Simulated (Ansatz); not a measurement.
# CH4AlCl: a relaxed scan of the bond length Al2–H7

The task here is to estimate one member of a computed series from the others.

Program: Ansatz 0.2.0, Gaussian basis. Level of theory: single points in def2-TZVPP. These are calculated values, not measurements.

Levels: PBE-D4, r2SCAN-D4, PBE0-D4, B3LYP-D4, wB97M-V, Hartree-Fock, MP2, CCSD, CCSD(T). The scan takes 1.389, 1.444, 1.525, 1.619, 1.723, 1.835, 1.954, 2.079, 2.210 Å.

Cores are frozen in the correlated methods. B3LYP uses VWN-RPA correlation.

46 further runs of the same task are left out: 46 set aside as unsound or not needed.

### Starting geometry

The minimum, relaxed at PBE0-D4: SMILES `[CH3][AlH][Cl]`, 7 atoms, charge 0, spin multiplicity 1.

Atoms are counted from 1 here; the program's logs count them from 0.

Bond lengths: C1–Al2 1.938 Å, C1–H4 1.095 Å, C1–H5 1.091 Å, C1–H6 1.095 Å, Al2–Cl3 2.105 Å, Al2–H7 1.579 Å. Angles: Al2–C1–H4 110.5°, Al2–C1–H5 112.6°, Al2–C1–H6 110.6°, H4–C1–H5 108.2°, H4–C1–H6 106.5°, H5–C1–H6 108.2°, C1–Al2–Cl3 119.4°, C1–Al2–H7 124.6°, Cl3–Al2–H7 116.1°.

Coordinates:

```xyz
7
CH4AlCl
C    -0.7122    0.5230   -0.2855
Al    0.8571   -0.5067    0.1976
Cl    0.6957   -2.0081    1.6639
H    -0.5388    1.5903   -0.1124
H    -1.5984    0.2257    0.2777
H    -0.9321    0.4138   -1.3525
H     2.2899   -0.3060   -0.4346
```

Energies of the minimum (eV), from earlier single points: PBE-D4 -20214.34695, r2SCAN-D4 -20222.60319, PBE0-D4 -20216.27241, B3LYP-D4 -20226.24606, wB97M-V -20222.99443, CCSD(T) -20197.22158.

At the minimum the bond length Al2–H7 is 1.579 Å.

Set-up of the first run:

Input file relax/in.yaml:

```yaml
crystal:
  periodic: [false, false, false]
  atoms:
    - {symbol: C, position_ang: [-0.712193, 0.523037, -0.285539]}
    - {symbol: Al, position_ang: [0.857129, -0.506653, 0.197563]}
    - {symbol: Cl, position_ang: [0.695712, -2.008132, 1.663909]}
    - {symbol: H, position_ang: [-0.538844, 1.590278, -0.112359]}
    - {symbol: H, position_ang: [-1.598412, 0.225680, 0.277738]}
    - {symbol: H, position_ang: [-0.932144, 0.413779, -1.352526]}
    - {symbol: H, position_ang: [2.117621, -0.330112, -0.358596]}
basis:
  gaussian: {orbitals: def2-TZVP}
hamiltonian: {xc: pbe0, dispersion: d4}
relax: {f_tol: 0.005, max_steps: 200, constraints: [{distance: [1, 6]}]}
```

No record of the launch command was kept for these runs.

Steps of the session up to this table: Al2–H7 = 1.389 Å; Al2–H7 = 1.444 Å; Al2–H7 = 1.525 Å; Al2–H7 = 1.619 Å; Al2–H7 = 1.723 Å; Al2–H7 = 1.835 Å; Al2–H7 = 1.954 Å; Al2–H7 = 2.079 Å; Al2–H7 = 2.210 Å.

One table of the session follows, with a row left open; its other results are not shown here.

Energies less that of the minimum at the same level (meV):

| bond length (Å) | PBE-D4 | PBE0-D4 | B3LYP-D4 | wB97M-V | Hartree-Fock |
| --- | --- | --- | --- | --- | --- |
| 1.389 | 336 | 315 | 295 | 284 | 304 |
| 1.444 | 162 | 146 | 132 | 124 | 135 |
| 1.525 | 27 | 20 | 15 | 12 | 14 |
| 1.579 (minimum) | 0 | 0 | 0 | 0 | 0 |
| 1.619 | 5 | 11 | 14 | 17 | 17 |
| 1.723 | 97 | 118 | 128 | 140 | 143 |
| 1.835 | ? | ? | ? | ? | ? |
| 1.954 | 523 | 589 | 590 | 657 | 687 |
| 2.079 | 825 | 916 | 912 | 1002 | 1056 |
| 2.210 | 1160 | 1280 | 1271 | 1380 | 1461 |

Q: Estimate the row for bond length (Å) = 1.835 from the others.

Worked estimate for «PBE-D4». A straight line through the neighbours (1.723, 97) and (1.954, 523) gives 97 + (523 − 97) × (1.835 − 1.723) / (1.954 − 1.723) = 304; a parabola fitted to 4 rows on both sides gives 276.

The run gave: PBE-D4: 279; PBE0-D4: 320; B3LYP-D4: 330; wB97M-V: 361; Hartree-Fock: 374. In «PBE-D4» the line misses by +25 and the parabola by -3.

Caveats from the session: A polynomial through the near points puts the CCSD(T) minimum 0.006 Å below the PBE0-D4 value.
